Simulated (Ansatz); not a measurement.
# SiH4Cl (doublet): wave-function methods side by side at distance Cl1–H2 along a hydrogen transfer = 1.456 Å, cc-pVDZ

How much of the correlation energy of SiH4Cl (doublet) does each wave-function method recover here?

Computed with Ansatz 0.2.0, Gaussian basis. Level: cc-pVDZ, core rule «outside noble gas», up to 10 orbitals frozen.

The runs, in order: UHF; CCSD(T) on ROHF; CCSD(T) on UHF; BCCD(T) on ROHF; CISD; CCSDT(Q) on ROHF; CCSDT(Q) on UHF; CASSCF and MRCISD+Q, 3 electrons in 3 orbitals; CASSCF and NEVPT2, 3 electrons in 3 orbitals; CASSCF and MRCISD+Q, 15 electrons in 12 orbitals; CASSCF and NEVPT2, 15 electrons in 12 orbitals.

### 1 The system

The geometry derives from fragments relaxed apart (PBE0/def2-TZVP) and kept rigid, so it is no stationary point. A hydrogen atom is moved between rigid fragments.

6 atoms, charge 0, spin multiplicity 2.

Atoms are counted from 1 here; the program's logs count them from 0.

Bond lengths: Cl1–H2 1.456 Å, H2–Si3 1.677 Å, Si3–H4 1.486 Å, Si3–H5 1.486 Å, Si3–H6 1.486 Å. Angles: Cl1–H2–Si3 180.0°, H2–Si3–H4 107.6°, H2–Si3–H5 107.6°, H2–Si3–H6 107.6°, H4–Si3–H5 111.3°, H4–Si3–H6 111.3°, H5–Si3–H6 111.3°.

### 2 UHF

Input file in.yaml:

```yaml
crystal:
  periodic: [false, false, false]
  atoms:
    - {symbol: Cl, position_ang: [-1.484288, 0.000000, -0.000001]}
    - {symbol: H, position_ang: [-0.028288, 0.000000, 0.000000]}
    - {symbol: Si, position_ang: [1.648712, 0.000000, 0.000001]}
    - {symbol: H, position_ang: [2.098686, -1.416254, 0.000001]}
    - {symbol: H, position_ang: [2.098687, 0.708126, -1.226511]}
    - {symbol: H, position_ang: [2.098686, 0.708126, 1.226512]}
basis:
  gaussian: {orbitals: cc-pVDZ}
magnetization: {spin_polarized: true, initial_magnetization: 1}
hamiltonian: {xc: hf}
output: {orbitals: {seedname: orbitals}}
```

Launch:

```
$ ansatz run in.yaml --threads 1 --pin off --events-out ev --progress --plain --max-ram 4096MiB --backend cpu
```

After this run come: CCSD(T) on ROHF; CCSD(T) on UHF; BCCD(T) on ROHF; CISD; CCSDT(Q) on ROHF; CCSDT(Q) on UHF; CASSCF and MRCISD+Q, 3 electrons in 3 orbitals; CASSCF and NEVPT2, 3 electrons in 3 orbitals; CASSCF and MRCISD+Q, 15 electrons in 12 orbitals; CASSCF and NEVPT2, 15 electrons in 12 orbitals.

**Question.** What will the summary of the whole plan be? Wanted: UCCSDT(Q) below the RHF energy; RMP2 from UCCSDT(Q); UMP2 from UCCSDT(Q); RCCSD from UCCSDT(Q); RCCSD(T) from UCCSDT(Q); UCCSD(T) from UCCSDT(Q); RCCSDT(Q) from UCCSDT(Q); NEVPT2 pair from UCCSDT(Q); MRCISD+Q pair from UCCSDT(Q).

The runs gave:

| quantity | value |
| --- | --- |
| UCCSDT(Q) below the RHF energy | -8.3220 eV |
| RMP2 from UCCSDT(Q) | +30.14 kcal/mol |
| UMP2 from UCCSDT(Q) | +31.41 kcal/mol |
| RCCSD from UCCSDT(Q) | +4.57 kcal/mol |
| RCCSD(T) from UCCSDT(Q) | +0.84 kcal/mol |
| UCCSD(T) from UCCSDT(Q) | +0.86 kcal/mol |
| RCCSDT(Q) from UCCSDT(Q) | +0.01 kcal/mol |
| NEVPT2 pair from UCCSDT(Q) | +30.54 kcal/mol |
| MRCISD+Q pair from UCCSDT(Q) | +1.86 kcal/mol |
| NEVPT2 valence from UCCSDT(Q) | +37.50 kcal/mol |
| levels within 1 kcal/mol (43 meV) | RCCSD(T), UCCSD(T), BCCD(T), RCCSDT, UCCSDT, RCCSDT(Q) |
| T1 diagnostic | 0.016 |
| effectively unpaired electrons | 1.02 |

What this shows: RCCSD(T) misses by +0.84 kcal/mol, 0.4 % of the correlation energy. One determinant dominates. Of the multireference levels listed MRCISD+Q valence comes nearest in total energy (+1.40 kcal/mol), which doesn't show that its space is the better one. These misses are within one basis, not against nature; the frozen cores of restricted and unrestricted runs differ, which can shift their rows.
